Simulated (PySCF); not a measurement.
# Dipole moment and polarisability of `C=CC(Cl)Cl`

C3H4Cl2.
Geometry (GFN2-xTB, Å), atoms numbered from 1 in this order:
```xyz
9
C3H4Cl2 angstrom
C     -1.4027    0.1810    0.3273
C     -0.3344   -0.4232   -0.1610
C      1.0279    0.1624   -0.0944
Cl     2.1151   -0.9229    0.8182
Cl     1.6770    0.3845   -1.7440
H     -2.3786   -0.2671    0.2651
H     -1.3437    1.1442    0.8062
H     -0.3981   -1.3892   -0.6405
H      1.0510    1.1362    0.3979
```

Level: PBE0/def2-SVPD (PySCF), static field, nuclei fixed, core orbitals frozen in the response. The polarisability tensor in these axes (au):

```
x   78.31 -6.05 -5.08
y   -6.05 56.76 -3.95
z   -5.08 -3.95 65.35
```

Question: What are the eigenvalues, a third of the trace, and Δα (Δα² = ½Σ(αi − αj)² over the three pairs)?

Answer: Principal values 52.97, 66.51 and 80.95 au; mean 66.81 au = 9.90 Å³ = 11.02 × 10⁻⁴⁰ C²·m²/J; Δα = 24.23 au (36 % of the mean).

Question: What is the dipole moment, and where does it point?

Answer: (-1.99, 0.67, 0.68) D, 2.21 D in size, pointing from the negative to the positive side. Measured along this direction, the outermost atoms are Cl4 and Cl5 at the negative end and H6 at the positive end.

Question: Rayleigh depolarisation ratio (linearly polarised light, static tensor)?

Answer: ρ = 3Δα²/(45ᾱ² + 4Δα²) = 1762.0/(200844 + 2349.3) = 0.00867.

Question: Traceless (Buckingham) quadrupole moment about the centre of nuclear charge: eigenvalues?

Answer: -5.93, 2.47, 3.46 D·Å. The values depend on the origin, since the dipole doesn't vanish. The electronic extent ⟨r²⟩ about the same centre is 726 bohr², a root-mean-square distance of 1.91 Å for the 56 electrons.

Question: Find the Langevin capture rate constant for H3+ (3.023 u) meeting this molecule (109.969 u), k = 2.342 × 10⁻⁹ cm³/s × √(α in Å³ / reduced mass in u).

Answer: The reduced mass is 2.94 u, so k = 4.30 × 10⁻⁹ cm³/s. The formula leaves out the permanent dipole, which adds to the capture rate.

Question: Estimate the molar refractivity from the static electronic polarisability.

Answer: Lorentz–Lorenz: R = (4π/3)N_A α = 2.5225 cm³/(mol·Å³) × 9.90 Å³ = 25.0 cm³/mol, in the limit of long wavelengths.

Question: What would n − 1 = 2πNα be for an ideal gas of these molecules at 298.15 K and 1 atm, electronic part alone?

Answer: N = p/kT = 2.4615 × 10¹⁹ cm⁻³, so n − 1 = 2π × N × 9.90 × 10⁻²⁴ cm³ = 1531 × 10⁻⁶ at long wavelengths.

One conformer (not necessarily the lowest) at the GFN2-xTB geometry, without solvent, vibrations or thermal averaging.
